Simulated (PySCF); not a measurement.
# Basis-set dependence of SN at CCSD(T)

PySCF, ROHF reference; doublet, unpaired electrons π ↑; De to S + N without counterpoise correction. Frozen cores follow the default of each basis and core potential.

| basis | relativity | functions | Re (Å) | ωe (cm⁻¹) | De (eV) | frozen orbitals |
| --- | --- | --- | --- | --- | --- | --- |
| x2c-SVPall | spin-free X2C | 32 | 1.521 | 1202 | 3.93 | 6 |
| jorge-DZP-DKH | spin-free X2C | 39 | 1.538 | 1150 | 3.72 | 6 |
| def2-SVPD | no relativity | 47 | 1.524 | 1184 | 4.05 | 6 |
| x2c-TZVPPall | spin-free X2C | 73 | 1.504 | 1212 | 4.49 | 6 |

(1) How does each smaller set differ from the one with most functions, x2c-TZVPPall?

Correlated steps freeze 6 core orbitals. Correlated levels converge slowly with the basis: in double zeta they bind strong bonds too weakly, by up to about 1 eV, and carry superposition errors of some tenths. The state was picked by a PBE0 search and need not be the measured ground state.

## Answers

(1) x2c-SVPall: +1.7 pm, -0.8 % in ωe, -0.56 eV in De; jorge-DZP-DKH: +3.4 pm, -5.1 % in ωe, -0.77 eV in De; def2-SVPD: +2.0 pm, -2.3 % in ωe, -0.44 eV in De. All at CCSD(T); the set with most functions is neither the basis-set limit nor always the best. The rows treat relativity differently, so the differences are not basis effects alone.
